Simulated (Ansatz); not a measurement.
**BF, singlet: the ladder up to RCCSDTQ**

Geometry: a PBE0/def2-TZVP stationary point for this spin.

```xyz
2

B     0.0000    0.0000    0.0000
F     0.0000    0.0000    1.2631
```

Basis cc-pVDZ; Ansatz 0.2.0. Only valence electrons are correlated (noble-gas cores frozen), which leaves 10 electrons in 26 orbitals. Prefix R: restricted or restricted open-shell reference. Active spaces: valence = (10e, 8o) chosen from the atoms' valence shells.

Full CI isn't at hand for all of this; RCCSDTQ serves as the reference, and is uncertain by the last step of the cluster series or more.

The UHF ⟨S²⟩ is 0.000. The T1 diagnostic (RCCSD) is 0.0172 and the largest doubles amplitude (RCCSD) is 0.112.

Problem. From what is known of these methods and the diagnostics, rank them by the size of their error in total energy against RCCSDTQ in cc-pVDZ, smallest first (an estimate: the text doesn't fix the numbers).
A. MRCISD+Q (valence space)
B. RCCSD(T)
C. RMP2
D. RCCSDT
E. NEVPT2 (valence space)

Solution. D (0.34 kcal/mol), B (0.59 kcal/mol), A (2.76 kcal/mol), C (14.38 kcal/mol), E (28.41 kcal/mol).

All errors are against RCCSDTQ in cc-pVDZ. Within each family the higher level lies nearer, as is usual though not guaranteed.

Natural occupations of CASSCF (valence space) about the gap: 1.999 1.999 1.982 1.979 1.979 0.022 0.022 0.019; effectively unpaired electrons, Σ n²(2−n)², 0.01.

Atomization energy (electronic, same basis, no zero-point term; atoms at the same level, unrestricted beside the R rows where the molecule is a closed shell, with restricted open-shell steps beyond CCSDT(Q)) at RCCSDTQ: 689.4 kJ/mol. Errors of other levels:

```tsv
level	error (kJ/mol)
RHF	-158.3
RMP2	32.3
CISD	-47.4
RCCSD	-12.2
RCCSD(T)	-1.0
BCCD(T)	-0.3
RCCSDT	-1.1
RCCSDT(Q)	0.1
CASSCF (valence space)	38.6
NEVPT2 (valence space)	-23.4
MRCISD (valence space)	-21.4
MRCISD+Q (valence space)	-13.2
```

This basis is far from its limit, so the value isn't to be set against a measured one. Truncated CI isn't size-consistent, which counts against it in atomization.
